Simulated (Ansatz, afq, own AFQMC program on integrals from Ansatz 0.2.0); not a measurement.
## Where AFQMC and coupled cluster stand for NH$_{3}$, triplet

```xyz
4

H    -1.8409    0.0594    0.0000
H    -1.0959    0.0594    0.0000
N     0.1791    0.0594    0.0000
H     0.4482   -0.9448    0.0000
```

Basis cc-pVTZ. Noble-gas cores (and the filled d shells of Ga–Kr and In–Xe) are frozen. AFQMC by an in-house program on the Cholesky factors that Ansatz 0.2.0 writes for its CCSD(T) run. ph-AFQMC/CISD is guided by a CISD state made of CCSD amplitudes; releasing the constraint for a short imaginary time cuts its bias at the price of noise, slowly where states lie close. Error bars are statistical, one sigma.

Determinant: UHF, the one that the program's search chose, which needn't be the lowest solution. The geometry is a point of a scan.

No full CI on the walks' own integrals is used here; CCSDT(Q) serves as the reference and is uncertain by about the last step of the cluster series.

Cautions: lower spins were not checked.

The T1 diagnostic is 0.0175, the weight of the determinant in the CISD state is 0.926 and the ⟨S²⟩ of the determinant is 2.032. The size of the correlated space is 8 electrons in 71 orbitals.

```tsv
level	correlation energy (eV)
MP2	-5.0508
CCSD	-5.7453
CCSD(T)	-5.9025
```

(1) Estimate where AFQMC with the constraint released lies against CCSD(T) on the same integrals.

(1) 26.9 ± 2.3 meV below CCSD(T).

Reference: CCSDT(Q), correlation energy -5.925 eV. The released energy is read at 2.40 1/Eh (meV from the phaseless value at times in 1/Eh: -2.2 ± 2.5 at 0.24, -4.9 ± 2.1 at 0.51, -7.8 ± 1.8 at 0.99, -9.4 ± 2.2 at 1.62, -9.0 ± 2.3 at 2.40).

```json
{"level": "CCSD(T)", "E − E(reference) (meV)": "22.7", "share of correlation (%)": "99.62"}
{"level": "CCSDT", "E − E(reference) (meV)": "5.3", "share of correlation (%)": "99.91"}
{"level": "ph-AFQMC/CISD", "E − E(reference) (meV)": "4.8 ± 2.1", "share of correlation (%)": "99.92"}
{"level": "released AFQMC", "E − E(reference) (meV)": "-4.2 ± 2.3", "share of correlation (%)": "100.07"}
```

A walk keeps the symmetry of its determinant, which the program's search chose and which needn't be the lowest solution, so a lower state of the same spin and another symmetry isn't excluded. Released energies are given only where the last usable release times agree within the noise; a slower fall can still hide under it.
